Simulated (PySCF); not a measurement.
**Basis-set dependence of excited states**

Compound: C₂H₆.
SMILES: `CC`

TDDFT with PBE0 (PySCF), vertical singlets, core orbitals frozen in the response, spherical d and f functions. Isolated species at its PBE0-D3(BJ)/def2-SVP geometry, gas phase.

```json
{"basis": "6-31G*", "functions": "40", "diffuse": "no", "S1 (eV)": "11.07", "S2 (eV)": "11.07", "S3 (eV)": "11.97", "S4 (eV)": "12.33", "S5 (eV)": "12.52", "LUMO (eV)": "3.21", "α (au)": "23.1"}
{"basis": "6-31+G*", "functions": "48", "diffuse": "yes", "S1 (eV)": "8.99", "S2 (eV)": "9.00", "S3 (eV)": "9.51", "S4 (eV)": "9.51", "S5 (eV)": "9.93", "LUMO (eV)": "0.82", "α (au)": "24.9"}
{"basis": "def2-SVP", "functions": "58", "diffuse": "no", "S1 (eV)": "10.07", "S2 (eV)": "10.07", "S3 (eV)": "11.08", "S4 (eV)": "11.44", "S5 (eV)": "11.44", "LUMO (eV)": "2.10", "α (au)": "24.0"}
{"basis": "def2-SVPD", "functions": "88", "diffuse": "yes", "S1 (eV)": "9.08", "S2 (eV)": "9.08", "S3 (eV)": "10.01", "S4 (eV)": "10.01", "S5 (eV)": "10.08", "LUMO (eV)": "0.91", "α (au)": "28.5"}
{"basis": "def2-TZVP", "functions": "98", "diffuse": "no", "S1 (eV)": "9.48", "S2 (eV)": "9.48", "S3 (eV)": "10.44", "S4 (eV)": "10.64", "S5 (eV)": "10.64", "LUMO (eV)": "1.41", "α (au)": "27.2"}
{"basis": "aug-cc-pVDZ", "functions": "100", "diffuse": "yes", "S1 (eV)": "8.40", "S2 (eV)": "8.40", "S3 (eV)": "9.08", "S4 (eV)": "9.08", "S5 (eV)": "9.28", "LUMO (eV)": "0.06", "α (au)": "29.1"}
{"basis": "def2-TZVPD", "functions": "128", "diffuse": "yes", "S1 (eV)": "8.73", "S2 (eV)": "8.73", "S3 (eV)": "9.53", "S4 (eV)": "9.53", "S5 (eV)": "9.69", "LUMO (eV)": "0.52", "α (au)": "29.0"}
{"basis": "aug-cc-pVTZ", "functions": "230", "diffuse": "yes", "S1 (eV)": "8.40", "S2 (eV)": "8.41", "S3 (eV)": "9.05", "S4 (eV)": "9.05", "S5 (eV)": "9.24", "LUMO (eV)": "0.02", "α (au)": "29.2"}
```

Task: Compare the sets with the largest diffuse one.

Result: States are compared by their number. Against the largest diffuse basis here (aug-cc-pVTZ, itself not a converged limit), sets without diffuse functions differ by up to 2.66 eV in S1 and 3.29 eV in S5; the smaller diffuse sets differ by up to 0.67 and 0.84 eV. State by state, the largest deviation of a set without diffuse functions is S1 2.66, S2 2.66, S3 2.92, S4 3.28, S5 3.29 eV. The same number needn't mean the same state in each row. Against aug-cc-pVTZ the polarisability deviates by -21% in 6-31G*, -15% in 6-31+G*, -18% in def2-SVP, -3% in def2-SVPD, -7% in def2-TZVP, -1% in aug-cc-pVDZ, -1% in def2-TZVPD. A single + in a Pople set puts diffuse functions on heavy atoms only.
